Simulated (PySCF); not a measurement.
Ligands exchanged one at a time, Si H-F. Isolated molecules, 0 K electronic values unless said otherwise. Strings in code marks are SMILES.

Quantity: redistribution energy (mixed species minus the weighted end members), in kJ/mol.

Level 1: B3LYP/3-21G // B3LYP-D3(BJ)/def2-TZVP (PySCF)
Level 2: B3LYP/6-311+G** // B3LYP-D3(BJ)/def2-TZVP (PySCF)
Level 3: B3LYP/LANL2DZ // B3LYP-D3(BJ)/def2-TZVP (PySCF)
Level 4: PBE/6-31G* // B3LYP-D3(BJ)/def2-TZVP (PySCF)

```tsv
species	level 2	level 3	level 4
2 of 4 H replaced by F: `F[SiH2]F`	6.64	3.86	17.38
3 of 4 H replaced by F: `F[SiH](F)F`	-6.28	-8.69	-0.61
1 of 4 H replaced by F: `F[SiH3]`	15.21	13.74	26.46
```

### Question
What does level 1 give for each, and how far do the other levels lie from it on average?

### Answer

- 2 of 4 H replaced by F: `F[SiH2]F`: 15.83
- 3 of 4 H replaced by F: `F[SiH](F)F`: -1.69
- 1 of 4 H replaced by F: `F[SiH3]`: 25.41
Mean absolute difference from level 1, which has limits of its own, over these rows (drawn at random from the members that have all these levels): level 2 8.00 kJ/mol, level 3 10.21 kJ/mol, level 4 1.22 kJ/mol.
